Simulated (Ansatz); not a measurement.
Total energies of `[CH3][Mg][NH2]`.

| atom | x (Å) | y (Å) | z (Å) |
| --- | --- | --- | --- |
| C1 | -1.322 | -0.893 | -0.713 |
| Mg2 | 0.250 | 0.170 | 0.137 |
| N3 | 1.682 | 1.137 | 0.909 |
| H4 | -1.310 | -0.828 | -1.806 |
| H5 | -2.294 | -0.517 | -0.380 |
| H6 | -1.281 | -1.956 | -0.454 |
| H7 | 1.918 | 1.181 | 1.889 |
| H8 | 2.356 | 1.706 | 0.420 |

Charge 0, multiplicity 1. Correlated methods include outer-core shells of Mg, which these sets cover unevenly. Geometry: relaxed with PBE0-D4/def2-TZVP. It is one conformer, not always the lowest. Basis def2-TZVPP, Ansatz 0.2.0.

RPA on PBE orbitals: Hartree–Fock energy of these orbitals -294.85715 Eh, correlation -0.98472 Eh (frozen core).

| functional | kind | energy without D4 (Eh) | D4 term (kJ/mol) |
| --- | --- | --- | --- |
| B3LYP | global hybrid, 20 % | -296.02704 | -13.0 |
| r2SCAN0 | meta-GGA hybrid, 25 % | -295.89339 | -2.4 |

Problem. Give the same for LDA (SPW92), PBE, revPBE, BLYP, r2SCAN, B97M-V, PBE0, r2SCANh, HSE06 (plane-wave form), BHLYP, CAM-B3LYP, LC-ωPBE, ωB97X-V, ωB97M-V, B2PLYP, PBE-QIDH. (An estimate is asked.)

Solution. Ansatz gave: 
```
             functional                                       kind  energy without D4 (Eh)  D4 term (kJ/mol)
            LDA (SPW92)                                        LDA              -294.19404                 –
                    PBE                                        GGA              -295.74232              -8.1
                 revPBE                                        GGA              -295.92216             -26.6
                   BLYP                                        GGA              -295.96004             -17.9
                 r2SCAN                                   meta-GGA              -295.91044              -2.0
                 B97M-V                         meta-GGA with VV10              -295.94155                 –
                   PBE0         global hybrid, 25 % exact exchange              -295.77165              -6.8
                r2SCANh                      meta-GGA hybrid, 10 %              -295.90342              -2.2
HSE06 (plane-wave form)                            screened hybrid              -295.76041              -6.3
                  BHLYP                        global hybrid, 50 %              -295.93590              -9.9
              CAM-B3LYP                     range-separated hybrid              -295.94947              -6.9
                LC-ωPBE                long-range corrected hybrid              -295.86499                 –
                ωB97X-V       range-separated hybrid GGA with VV10              -295.92915                 –
                ωB97M-V  range-separated hybrid meta-GGA with VV10              -295.93215                 –
                 B2PLYP                              double hybrid              -295.84792                 –
               PBE-QIDH                              double hybrid              -295.72572                 –
```

B3LYP takes the VWN-RPA correlation (the form of Gaussian; ORCA's B3LYP/G). HSE06 is the plane-wave form, built on full-range PBE exchange. The double hybrids freeze the cores in their second-order part.

LC-ωPBE has ω = 0.4 bohr⁻¹.
